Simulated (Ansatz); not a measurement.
Results of RPBE in Ansatz (PAW) for bcc Ba.

Numerical settings: plane-wave cutoff 520 eV, 16×16×16 k mesh, Fermi–Dirac smearing 0.05 eV, scalar-relativistic PAW data made under PBE.

Pressure at four volumes; x = ln(V/68.688 Å³). One pressure is withheld.

```tsv
V (Å³/atom)	x	P (GPa)
64.566	-0.0619	0.501
68.688	0.0000	-0.026
71.435	0.0392	-0.315
72.809	0.0583	?
```

**Question.** Pass a parabola P(x) through the three rows shown, estimate the bulk modulus and its pressure derivative near zero pressure, and predict the withheld pressure.

**Answer.** Slopes between the rows: (-0.026 − (0.501))/(0.0000 − (-0.0619)) = -8.51 and (-0.315 − (-0.026))/(0.0392 − (0.0000)) = -7.37 GPa. Their difference over the span 0.1011 is c = 1.14/0.1011 = 11.3 GPa, so P(x) = 0.501 + (-8.51)(x − (-0.0619)) + 11.3 (x − (-0.0619))(x − (0.0000)). At the middle row B = −dP/dx = −[-8.51 + 11.3 × 0.0619] = 7.8 GPa, and B′ = dB/dP = 2c/B = 2.9. At x = 0.0583 the parabola gives -0.443 GPa; the run gives -0.443 GPa. The Birch–Murnaghan fit to the energies at all volumes has B0 = 7.88 GPa and B′ = 2.9.

Measured, for comparison: bulk modulus 9.34 GPa (corrected for temperature and zero-point phonon effects, our sources range from 9.34 to 10.6; as tabulated in Levämäki et al. (2014), arXiv:1402.3671). Computed (rounded) less measured: bulk modulus -16 % (-16 % to -26 % over the range).

Spin–orbit coupling is not included.

Ansatz is a first-principles code.
